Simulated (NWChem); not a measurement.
Everything below was run with NWChem. System: difluoromethane (CH₂F₂), charge 0, spin multiplicity 1, optimised in this run. Level: PBE0/def2-SVP.

Input file:

```
start mol
memory heap 200 mb stack 900 mb global 1100 mb
geometry units angstroms
  F      1.088651     0.000000    -0.289056
  C      0.000000     0.000000     0.499301
  F     -1.088651     0.000000    -0.289056
  H      0.000000     0.917551     1.103602
  H      0.000000    -0.917551     1.103602
  symmetry group C2v
end
basis spherical
  * library def2-svp
end
dft
  xc pbe0
  semidirect memsize 60000000 filesize 0
  iterations 100
end
driver
  maxiter 80
end
task dft optimize
task dft freq
```

NWChem printed:

```
             Northwest Computational Chemistry Package (NWChem) 7.3.0
             --------------------------------------------------------

                                NWChem Input Module
                                -------------------

 Scaling coordinates for geometry "geometry" by  1.889725989
 (inverse scale =  0.529177249)

 Turning off AUTOSYM since
 SYMMETRY directive was detected!

          ------
          auto-z
          ------
  Looking for out-of-plane bends

                             Geometry "geometry" -> ""
                             -------------------------

 Output coordinates in angstroms (scale by  1.889725989 to convert to a.u.)

  No.       Tag          Charge          X              Y              Z
 ---- ---------------- ---------- -------------- -------------- --------------
    1 F                    9.0000     1.08865100     0.00000000    -0.28905608
    2 C                    6.0000     0.00000000     0.00000000     0.49930092
    3 F                    9.0000    -1.08865100     0.00000000    -0.28905608
    4 H                    1.0000     0.00000000     0.91755100     1.10360192
    5 H                    1.0000     0.00000000    -0.91755100     1.10360192

 Effective nuclear repulsion energy (a.u.)      77.8391686292

            Nuclear Dipole moment (a.u.)
            ----------------------------
        X                 Y               Z
 ---------------- ---------------- ----------------
     0.0000000000     0.0000000000     0.0000000000

      Symmetry information
      --------------------

 Group name             C2v
 Group number             16
 Group order               4
 No. of unique centers     3

      Symmetry unique atoms

     1    2    4


 Summary of "ao basis" -> "" (spherical)
 ------------------------------------------------------------------------------
       Tag                 Description            Shells   Functions and Types
 ---------------- ------------------------------  ------  ---------------------
 *                          def2-svp                  on all atoms

                           NWChem Geometry Optimization
                           ----------------------------

 maximum gradient threshold         (gmax) =   0.000450
 rms gradient threshold             (grms) =   0.000300
 maximum cartesian step threshold   (xmax) =   0.001800
 rms cartesian step threshold       (xrms) =   0.001200
 fixed trust radius                (trust) =   0.300000
 maximum step size to saddle      (sadstp) =   0.100000
 energy precision                  (eprec) =   5.0D-06
 maximum number of steps          (nptopt) =   80
 initial hessian option           (inhess) =    0
 line search option               (linopt) =    1
 hessian update option            (modupd) =    1
 saddle point option              (modsad) =    0
 initial eigen-mode to follow     (moddir) =    0
 initial variable to follow       (vardir) =    0
 follow first negative mode     (firstneg) =    T
 apply conjugacy                    (opcg) =    F
 source of zmatrix                         =   autoz

          -------------------
          Energy Minimization
          -------------------

 Names of Z-matrix variables
    1              2              3              4              5
    6              7              8              9             10

 Variables with the same non-blank name are constrained to be equal

 Using diagonal initial Hessian
 Scaling for Hessian diagonals: bonds = 1.00  angles = 0.25  torsions = 0.10
[...]
          MASS-WEIGHTED PROJECTED HESSIAN (Hartree/Bohr/Bohr/Kamu)
          --------------------------------------------------------

               1            2            3            4            5            6            7            8            9           10
   ----- ----- ----- ----- -----
    1    1.60592D+01
    2    1.06604D-07  2.79505D+00
    3   -8.98092D+00  9.05606D-08  1.00101D+01
    4   -1.36696D+01  4.68369D-08  7.86009D+00  4.26075D+01
    5    6.20460D-07 -5.58289D+00  4.13420D-07  3.03836D-07  5.65917D+01
    6    8.74454D+00 -8.73832D-08 -1.26099D+01  6.18439D-06 -3.53851D-08  5.26399D+01
    7   -3.93633D+00 -1.00501D-07 -3.40935D-01 -1.36696D+01 -6.09945D-07 -8.74455D+00  1.60592D+01
    8   -9.37710D-07  5.93917D-01 -4.53365D-07 -4.15874D-07 -5.58289D+00  5.31310D-07  8.87762D-07  2.79505D+00
    9    3.40939D-01  1.19433D-07  1.64877D+00 -7.86010D+00  5.63597D-07 -1.26099D+01  8.98092D+00 -7.04306D-07  1.00101D+01
   10   -2.73297D+00  5.73073D+00  6.67552D+00 -1.41612D+01 -4.55469D-07  9.01189D-06 -2.73298D+00 -5.73073D+00 -6.67551D+00  6.61388D+01
   11    8.41642D-01  2.27520D+00 -9.87728D-02  2.35549D-07 -7.33988D+01 -3.33131D+01 -8.41642D-01  2.27520D+00 -9.87725D-02 -4.78645D-06
   12    3.66930D+00 -4.72041D+00 -3.55391D+00  8.31720D-06 -2.92088D+01 -3.60711D+01 -3.66930D+00 -4.72041D+00 -3.55390D+00 -3.38631D-05
   13   -2.73298D+00 -5.73073D+00  6.67552D+00 -1.41612D+01 -6.38608D-07  1.22335D-05 -2.73297D+00  5.73073D+00 -6.67552D+00  6.45809D+00
   14   -8.41641D-01  2.27520D+00  9.87729D-02  3.18298D-07 -7.33988D+01  3.33131D+01  8.41641D-01  2.27520D+00  9.87731D-02 -4.91988D-06
   15    3.66930D+00  4.72041D+00 -3.55391D+00  6.57642D-06  2.92088D+01 -3.60711D+01 -3.66929D+00  4.72041D+00 -3.55390D+00 -1.76654D-05

              11           12           13           14           15
   ----- ----- ----- ----- -----
   11    2.49313D+02
   12    1.28794D+02  1.43267D+02
   13    3.36183D-06 -1.13462D-05  6.61388D+01
   14   -1.57983D+01  1.29849D+01  3.76440D-06  2.49313D+02
   15   -1.29849D+01  1.20609D+01 -2.03788D-05 -1.28794D+02  1.43267D+02

 center of mass
 --------------
 x =   0.00000000 y =   0.00000000 z =  -0.10528613

 moments of inertia (a.u.)
 ------------------
          35.893390008291           0.000000000000           0.000000000000
           0.000000000000         192.815125757681           0.000000000000
           0.000000000000           0.000000000000         168.940095536739

 Rotational Constants
 --------------------
 A=   1.677194 cm-1  (  2.413054 K)
 B=   0.356340 cm-1  (  0.512683 K)
 C=   0.312217 cm-1  (  0.449201 K)

 Temperature                      =   298.15K
 frequency scaling parameter      =   1.0000

 Zero-Point correction to Energy  =   20.806 kcal/mol  (  0.033157 au)
 Thermal correction to Energy     =   22.751 kcal/mol  (  0.036256 au)
 Thermal correction to Enthalpy   =   23.343 kcal/mol  (  0.037200 au)

 Total Entropy                    =   58.791 cal/mol-K
   - Translational                =   37.753 cal/mol-K (mol. weight =  52.0124)
   - Rotational                   =   20.299 cal/mol-K (symmetry #  =        2)
   - Vibrational                  =    0.739 cal/mol-K

 Cv (constant volume heat capacity) =    8.068 cal/mol-K
   - Translational                  =    2.979 cal/mol-K
   - Rotational                     =    2.979 cal/mol-K
   - Vibrational                    =    2.109 cal/mol-K


 ----------------------------------------------------------------------------
 Normal Eigenvalue ||    Projected Derivative Dipole Moments (debye/angs)
  Mode   [cm**-1]  ||      [d/dqX]             [d/dqY]           [d/dqZ]
 ------ ---------- || ------------------ ------------------ -----------------
    1       -0.000 ||      -0.002               0.489            -0.000
    2       -0.000 ||      -0.042               0.010            -0.000
    3       -0.000 ||       0.001               0.193            -0.000
    4       -0.000 ||      -0.001               0.214             0.000
    5        0.000 ||       0.175              -0.001            -0.000
    6        0.000 ||      -0.166              -0.011            -0.000
    7      546.389 ||      -0.000               0.000             0.355
    8     1171.454 ||      -0.000               0.000             1.624
    9     1175.515 ||       2.313               0.000             0.000
   10     1192.248 ||       0.000              -0.719             0.000
   11     1278.751 ||       0.000               0.000             0.000
   12     1484.480 ||      -1.020              -0.000            -0.000
   13     1525.616 ||       0.000               0.000            -0.278
   14     3055.986 ||       0.000              -0.000            -1.096
   15     3130.676 ||      -0.000               1.151            -0.000
 ----------------------------------------------------------------------------

 ----------------------------------------------------------------------------
 Normal Eigenvalue ||           Projected Infra Red Intensities
  Mode   [cm**-1]  || [atomic units] [(debye/angs)**2] [(KM/mol)] [arbitrary]
 ------ ---------- || -------------- ----------------- ---------- -----------
    1       -0.000 ||    0.010364           0.239        10.104       2.834
    2       -0.000 ||    0.000082           0.002         0.080       0.022
    3       -0.000 ||    0.001610           0.037         1.570       0.440
    4       -0.000 ||    0.001990           0.046         1.940       0.544
    5        0.000 ||    0.001325           0.031         1.292       0.362
    6        0.000 ||    0.001202           0.028         1.172       0.329
    7      546.389 ||    0.005457           0.126         5.320       1.492
    8     1171.454 ||    0.114295           2.637       111.420      31.256
    9     1175.515 ||    0.231813           5.348       225.982      63.394
   10     1192.248 ||    0.022430           0.517        21.866       6.134
   11     1278.751 ||    0.000000           0.000         0.000       0.000
   12     1484.480 ||    0.045058           1.040        43.925      12.322
   13     1525.616 ||    0.003358           0.077         3.274       0.918
   14     3055.986 ||    0.052094           1.202        50.784      14.246
   15     3130.676 ||    0.057425           1.325        55.981      15.704
 ----------------------------------------------------------------------------

 Task  times  cpu:       32.8s     wall:       32.8s

 Total times  cpu:       37.1s     wall:       37.1s
```
